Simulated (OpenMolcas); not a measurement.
# C3H4F2: a line through the functionals

C3H4F2: 9 atoms, total charge 0, spin state singlet. As SMILES, `F/C=C\CF`. Geometry: relaxed at PBE0-D4/def2-TZVP. This is one conformer, not always the lowest.

The HOMO–LUMO gap y, in eV, basis 6-31G(d); a is the functional's share of exact exchange. Programs: OpenMolcas 26.06.

```
functional     program     a  y (eV)
    revPBE  OpenMolcas     0    5.58
      TPSS  OpenMolcas     0    5.78
     B3LYP  OpenMolcas   0.2    7.44
      PBE0  OpenMolcas  0.25       ?
     BHLYP  OpenMolcas   0.5   10.30
```

Task: Fit y = c + s·a to the known rows and predict PBE0.

Result: 
1. Means of the 4 rows: a = 0.1750, y = 7.275.
2. Σ(Δa)² = 0.1675, Σ(Δa·Δy) = 1.5455, so the slope is 1.5455/0.1675 = 9.2269.
3. Intercept: 7.275 − (9.2269) × 0.1750 = 5.660. The largest residual of the fit is 0.12.
4. PBE0: 5.660 + (9.2269) × 0.25 = 7.97 eV.

The run gave 7.93 eV, so the prediction is off by +0.04 eV, within the scatter of the fit. Exact exchange lowers occupied levels and raises empty ones. The rows mix families of semi-local functionals, which the line can't see.
